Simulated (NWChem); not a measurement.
Correlation energy of H$_{2}$N

```xyz
3

N      0.0000     0.0000    -0.1494
H      0.8027     0.0000     0.5229
H     -0.8027     0.0000     0.5229
```
Charge 0, spin multiplicity 2.

Everything below was run with NWChem. All single points use one geometry, from UPBE/def2-SVP, a minimum by its harmonic frequencies.

Basis set: def2-QZVP. Each correlation energy counts from its own Hartree-Fock reference.

The correlated methods keep 1 core orbital frozen. The structure started from a generated list of species. The unpaired electrons of the parent sit in orbitals of symmetry b2 (C2v labels of the run); other states weren't searched. The stability of the SCF solutions was not checked. Open-shell Hartree-Fock references start from PBE0 orbitals. Coupled-cluster values serve here as a point of comparison, not as the truth.

### Question
Order these methods by the correlation energy they give, lowest first: CCSD(T) on ROHF, UMP2, CCSD on ROHF, SCS-UMP2.

### Answer
CCSD(T) on ROHF (-226.5 mHa), CCSD on ROHF (-219.5 mHa), SCS-UMP2 (-202.5 mHa), UMP2 (-199.1 mHa)
